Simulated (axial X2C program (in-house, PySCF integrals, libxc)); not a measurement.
# Correcting the dissociation energy of NO for spin–orbit coupling

A spin-free PBE0 curve (one-electron X2C) was computed with an in-house all-electron X2C program for linear molecules (integrals from PySCF), basis O dyall-av3z [7s6p3d2f], N dyall-av3z [7s7p3d2f] (cores contracted in-house), for the state M_S = 1/2, Λ = 1 (beyond evenly filled blocks: π+α). It gives D0 = 6.452 eV to O + N, which in a spin-free picture are the weighted means of the ground terms.

Measured levels of the ground terms (NIST Handbook of Basic Atomic Spectroscopic Data), in cm⁻¹: O 3P: J = 2 at 0, J = 1 at 158.3, J = 0 at 227; N 4S: J = 3/2 at 0.

The two components of the molecular doublet are 125 cm⁻¹ apart in the PBE0 2c search (Ω = 1/2 lower), so the lower one lies 62 cm⁻¹ under their mean.

Problem. How far does each ground level lie under the (2J+1)-weighted mean of its term?

Solution. O: (5 × 0 + 3 × 158.3 + 1 × 227)/9 = 78 cm⁻¹; N: a single level, 0.

Problem. Correct D0.

Solution. D0 = 6.452 + (62 − 78)/8065.5 = 6.450 eV at PBE0 with these spin–orbit terms.

Second-order spin–orbit effects in the molecule, which grow quickly with Z, are left out. The state is one determinant whose occupation by symmetry is held fixed; it was picked as the lowest of a PBE0 search that is not exhaustive. Dissociation energies refer to the lowest single-determinant-based atoms at the same level and basis. The functionals have no current-density term, which raises determinants with orbital currents, atoms included.
